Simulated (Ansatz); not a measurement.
What does this script print? It uses Ansatz's Python interface.

Contents of `cho.xyz`:
```text
3

C    -0.02320    0.00050    0.00000
O     1.10470   -0.02200    0.00000
H    -1.08140    0.02150    0.00000
```

The script, `ip.py`:
```python
# -*- coding: utf-8 -*-
'''Vertical ionisation energy of CHO(+).'''

import ansatz

BASIS_SET = 'def2-TZVPP'
LEVEL = 'CCSD(T)'


def energy(molecule, charge=0, unpaired=0):
    calc = molecule.calculation().basis(gaussian=BASIS_SET).correlation(LEVEL)
    if charge:
        calc = calc.charge(charge)
    if unpaired:
        calc = calc.spin('collinear', total=unpaired)
    return calc.run(threads=1, backend='cpu').report['free_energy_ev']


def main():
    mol = ansatz.Crystal.molecule_from_extxyz('cho.xyz')

    # total-energy differences at one geometry
    parent = energy(mol, 1, 0)
    cation = energy(mol, 2, 1)
    print(f'E(N)   = {parent:.5f} eV')
    print(f'E(N-1) = {cation:.5f} eV  (1 unpaired)')
    print(f'vertical ionisation energy {cation - parent:.3f} eV')


if __name__ == '__main__':
    main()
```

Running `python ip.py` prints:
```text
E(N)   = -3085.60610 eV
E(N-1) = -3059.05585 eV  (1 unpaired)
vertical ionisation energy 26.550 eV
```

At this unrelaxed geometry removing an electron costs 26.55 eV.

Notes:
- Total energies depend on the basis set; only differences at equal settings carry meaning.
- The geometry is a force-field or estimated start, not a minimum of this method, and the basis set is short of its limit. All parts are taken at fixed geometry, without zero-point energy. At an unrelaxed start these energies can be a whole eV from those at the minimum, and a small affinity can change sign.
- Hardware and time: 7.7 s on 1 thread of Arm Neoverse V1, on a shared host, peak memory 0.31 GiB.
